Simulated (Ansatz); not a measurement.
fcc Ca was calculated with PBE (plane waves, PAW; Ansatz, a quantum-chemistry and plane-wave program).

Numerical settings: plane-wave cutoff 520 eV, 12×12×12 k mesh, Fermi–Dirac smearing 0.1 eV, perturbation theory, scalar-relativistic PAW data made under PBE.

The cell has the measured lattice parameters. Conventional cell: a = 5.5880 Å, b = 5.5880 Å, c = 5.5880 Å, α = 90.00°, β = 90.00°, γ = 90.00°.

```cif
data_Ca
_chemical_formula_sum 'Ca1'
_space_group_name_H-M_alt 'P 1'
_space_group_IT_number 1
_cell_length_a 3.95131
_cell_length_b 3.95131
_cell_length_c 3.95131
_cell_angle_alpha 60.000
_cell_angle_beta 60.000
_cell_angle_gamma 60.000
loop_
_space_group_symop_operation_xyz
  'x, y, z'
loop_
_atom_site_label
_atom_site_type_symbol
_atom_site_fract_x
_atom_site_fract_y
_atom_site_fract_z
_atom_site_occupancy
Ca1 Ca 0.00000 0.00000 0.00000 1
```

Harmonic phonon frequencies (cm⁻¹; i marks an imaginary mode):

| q point | frequencies |
|---|---|
| X | 123 123 155 |
| L | 75 75 146 |
| W | 104 140 140 |

No imaginary mode appears at these points.

Note: the cell isn't this level's own, so it is under some stress, which shifts stiffness and frequencies.
